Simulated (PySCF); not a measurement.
# C4H3Cl (SMILES C#CC(=C)Cl) at 6 levels

We compute a comparison of 6 runs (HF/6-31G**, B3LYP/6-31G*, PBE0/cc-pVDZ, PBE0/6-311+G**, CCSD(T)/def2-SVP) of C4H3Cl. 

Program for the calculation: PySCF 2.14.0.

## 1. The molecule

C4H3Cl: 8 atoms, total charge 0, spin state singlet. As SMILES, `C#CC(=C)Cl`. Geometry: relaxed at GFN2-xTB.

Bond lengths: C1–C2 1.201 Å, C2–C3 1.410 Å, C3–C4 1.327 Å, C3–Cl5 1.744 Å, C1–H6 1.049 Å, C4–H7 1.075 Å, C4–H8 1.076 Å. Angles: C1–C2–C3 177.2°, C2–C3–C4 124.7°, C2–C3–Cl5 113.8°, C4–C3–Cl5 121.4°, C2–C1–H6 178.2°, C3–C4–H7 121.8°, C3–C4–H8 120.3°, H7–C4–H8 117.9°.

## 2. Energy and forces at HF/6-31G(d,p) (spherical functions) (run 1)

File run.py:

```python
from pyscf import gto, scf

mol = gto.M(
    atom='''
C       -0.749820       1.728320       0.995120
C       -0.292690       0.845050       0.322210
C        0.256660      -0.145360      -0.518450
C        0.348320      -1.432960      -0.209500
Cl       0.829990       0.466480      -2.047470
H       -1.157330       2.477770       1.605930
H        0.774960      -2.149360      -0.887980
H       -0.010090      -1.789950       0.740140
''',
    charge=0,
    basis='6-31g**',
    spin=0,
    max_memory=1860,
    verbose=4,
)

mf = scf.RHF(mol)
mf.conv_tol = 1e-10
mf.kernel()
if not mf.converged:
    mf = mf.newton().run(mf.mo_coeff, mf.mo_occ)

e_final = mf.e_tot
print('Final energy', e_final)
grad = mf.nuc_grad_method().kernel()
mf.analyze()
```

Started as:

```sh
$ OMP_NUM_THREADS=1 python run.py
```

Standard output:

```text
PySCF version 2.14.0

[... 93 lines left out ...]
MO #4   energy= -11.2511168820312  occ= 2
[... 16 lines left out ...]
MO #21  energy= -0.403317761981092 occ= 2
[... 16 lines left out ...]
MO #38  energy= 0.727883525943134  occ= 0
[... 16 lines left out ...]
MO #55  energy= 1.32830566477103   occ= 0
[... 16 lines left out ...]
MO #72  energy= 2.3438390429974    occ= 0
[... 16 lines left out ...]
MO #89  energy= 4.43878988966909   occ= 0
[... 100 lines left out ...]
Dipole moment(X, Y, Z, Debye): -0.53968, -0.81000,  1.52609
```

Wall time 14 s (1 thread of Intel Xeon at 2.70GHz, shared host); peak memory 0.18 GiB.

## 3. Energy and forces at B3LYP/6-31G(d) (spherical functions) (run 2)

File geometry.xyz:

```xyz
8

C     -0.749820     1.728320     0.995120
C     -0.292690     0.845050     0.322210
C      0.256660    -0.145360    -0.518450
C      0.348320    -1.432960    -0.209500
Cl     0.829990     0.466480    -2.047470
H     -1.157330     2.477770     1.605930
H      0.774960    -2.149360    -0.887980
H     -0.010090    -1.789950     0.740140
```

File job.py:

```python
import pyscf.grad
from pyscf import gto, dft

system = gto.Mole()
system.atom = 'geometry.xyz'
system.verbose = 4
system.charge = 0
system.spin = 0
system.basis = '6-31g*'
system.max_memory = 1860
system.build()

myscf = dft.RKS(system)
myscf.xc = 'b3lyp'
myscf.conv_tol = 1e-10
myscf.grids.level = 5
myscf.kernel()
if not myscf.converged:
    myscf = myscf.newton().run(myscf.mo_coeff, myscf.mo_occ)

etot = myscf.e_tot
print('E(%s) = %.9f' % ('B3LYP', etot))
grad = myscf.Gradients().kernel()
dip = myscf.dip_moment()
pop, q = myscf.mulliken_pop()
```

Started as:

```sh
$ OMP_NUM_THREADS=1 python job.py
```

Standard output:

```text
PySCF version 2.14.0

[... 78 lines left out ...]
converged SCF energy = -614.318479785901
[... 13 lines left out ...]
Dipole moment(X, Y, Z, Debye): -0.50970, -0.55686,  1.35852
[... 89 lines left out ...]
charge of    7H =      0.17720
```

Wall time 41 s (1 thread of Intel Xeon at 2.70GHz, shared host); peak memory 0.79 GiB.

## 4. Energy and forces at B3LYP/6-31G(d) (Cartesian functions) (run 3)

File run.py:

```python
# C#CC(=C)Cl
from pyscf import gto, dft

mol = gto.M(
    atom='''
C     -0.749820     1.728320     0.995120
C     -0.292690     0.845050     0.322210
C      0.256660    -0.145360    -0.518450
C      0.348320    -1.432960    -0.209500
Cl     0.829990     0.466480    -2.047470
H     -1.157330     2.477770     1.605930
H      0.774960    -2.149360    -0.887980
H     -0.010090    -1.789950     0.740140
''',
    max_memory=1860,
    cart=True,
    verbose=3,
    spin=0,
    basis='6-31g*',
    charge=0,
)

mf = dft.RKS(mol)
mf.xc = 'b3lyp'
mf.conv_tol = 1e-10
mf.grids.level = 5
mf.kernel()
if not mf.converged:
    mf = mf.newton().run(mf.mo_coeff, mf.mo_occ)

e_tot = mf.e_tot
print('E(%s) = %.9f' % ('B3LYP', e_tot))
grad = mf.nuc_grad_method().kernel()
dip = mf.dip_moment()
pop, q = mf.mulliken_pop()
```

Started as:

```sh
$ OMP_NUM_THREADS=1 python run.py
```

Standard output:

```text
converged SCF energy = -614.3253758318
[... 9 lines left out ...]
Dipole moment(X, Y, Z, Debye): -0.51010, -0.55780,  1.35978
[... 94 lines left out ...]
charge of    7H =      0.17808
```

Run time: 32 s. Hardware: 1 thread of Intel Xeon at 2.70GHz, shared host; peak memory 0.83 GiB.

Runs 4 to 5 aren't shown in full; the table further down has their settings and results.

## 5. The energy at CCSD(T)/def2-SVP (run 6)

File job.py:

```python
from pyscf import gto, cc

mol = gto.M(
    atom=[
    ('C', (-0.749820, 1.728320, 0.995120)),
    ('C', (-0.292690, 0.845050, 0.322210)),
    ('C', (0.256660, -0.145360, -0.518450)),
    ('C', (0.348320, -1.432960, -0.209500)),
    ('Cl', (0.829990, 0.466480, -2.047470)),
    ('H', (-1.157330, 2.477770, 1.605930)),
    ('H', (0.774960, -2.149360, -0.887980)),
    ('H', (-0.010090, -1.789950, 0.740140)),
],
    verbose=4,
    basis='def2-svp',
    max_memory=1860,
)

mf = mol.RHF()
mf.conv_tol = 1e-10
mf.kernel()
if not mf.converged:
    mf = mf.newton().run(mf.mo_coeff, mf.mo_occ)

mycc = cc.CCSD(mf, frozen=9)
mycc.kernel()
e_t = mycc.ccsd_t()
e_tot = mycc.e_tot + e_t
print(f'total energy: {e_tot:.8f} hartree')
dip = mf.dip_moment()
pop, q = mf.mulliken_pop()
```

Started as:

```sh
$ OMP_NUM_THREADS=1 python job.py
```

Standard output:

```text
PySCF version 2.14.0

[... 68 lines left out ...]
converged SCF energy = -612.35916227296
[... 12 lines left out ...]
Init t2, MP2 energy = -613.003605996737  E_corr(MP2) -0.644443723776645
[... 13 lines left out ...]
CCSD converged
[... 2 lines left out ...]
total energy: -613.06785202 hartree
Dipole moment(X, Y, Z, Debye): -0.48507, -0.77169,  1.38795
[... 98 lines left out ...]
charge of    7H =      0.07203
```

Wall time 34 s (1 thread of Intel Xeon at 2.70GHz, shared host); peak memory 0.47 GiB.

## 6. Overview of the runs

```
run                               level  integration grid  Cartesian functions  energy (Eh)  dipole moment (D) of the reference  HOMO energy (eV)  LUMO energy (eV)  wall time
  1    HF/6-31G** (spherical functions)                 –                   no  -612.606132                                1.81             -9.50              2.91       14 s
  2  B3LYP/6-31G* (spherical functions)                 5                   no  -614.318480                                1.55             -6.84             -1.06       41 s
  3  B3LYP/6-31G* (Cartesian functions)                 5                  yes  -614.325376                                1.56             -6.84             -1.06       32 s
  4                        PBE0/cc-pVDZ                 5                   no  -614.001034                                1.44             -7.25             -1.11       47 s
  5                      PBE0/6-311+G**                 5                   no  -614.036556                                1.50             -7.41             -1.40       93 s
  6                    CCSD(T)/def2-SVP                 –                   no  -613.067852                                1.66             -9.64              2.66       34 s
```

## 7. Outcome

| quantity | value |
| --- | --- |
| run 6: total energy | -613.06785 Eh |
| run 6: dipole moment (Hartree–Fock density) | 1.66 D |
| run 6: HOMO energy (Hartree–Fock orbitals) | -9.64 eV |
| run 6: LUMO energy (Hartree–Fock orbitals) | 2.66 eV |
| run 6: HOMO–LUMO gap (Hartree–Fock orbitals) | 12.29 eV |
| run 6: correlation energy (9 core orbitals frozen) | -708.7 mEh |
| run 6: (T) correction | -27.14 mEh |
| run 6: T1 diagnostic | 0.012 |

**Reading.** Over runs 1, 2, 3, 4, 5 the dipole moment (its size) runs from 1.44 D (PBE0/cc-pVDZ) to 1.81 D (HF/6-31G**). The two ends differ in method and basis. Over runs 1, 2, 3, 4, 5 the HOMO–LUMO gap runs from 5.78 eV (B3LYP/6-31G*) to 12.41 eV (HF/6-31G**). Totals of different functionals can't be ranked against each other. All runs together took 4.3 min, the longest 93 s.
